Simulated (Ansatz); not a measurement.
For Cs2AgBiBr6 (Fm-3m, No. 225), LDA (Ansatz, an electronic-structure program, plane waves, PAW) gives:

```
Property               Result
-------------------  --------
lattice parameter a  10.996 Å
band gap              0.95 eV
```

What does r²SCAN+rVV10 (plane waves, PAW; Ansatz) give for the same quantities?


- lattice constant a: 11.238 Å (increases by 2.2 %)
- band gap: 1.60 eV (increases by 0.65 eV)

For comparison: lattice constant a 11.232 Å (measured, 298 K, copied from a table, unchecked, no zero-point or thermal correction; as tabulated in Journal of the American Chemical Society 139, 5015 (2017)).

Changes are worked out from the printed values.

Unless a cell is named, each level is at its own relaxed cell (LDA 33.24, r²SCAN+rVV10 35.48 Å³/atom).

Levels without +SOC leave out spin–orbit coupling, which shifts energies and cells of such heavy elements.

Spin–orbit coupling is included only where a level's name says +SOC; with heavier elements it mostly lowers gaps and can invert bands. Density-functional gaps are differences of (generalised) Kohn–Sham levels.

Ansatz's density-functional and Hartree–Fock values are scalar-relativistic unless marked +SOC, with PAW data made under PBE.
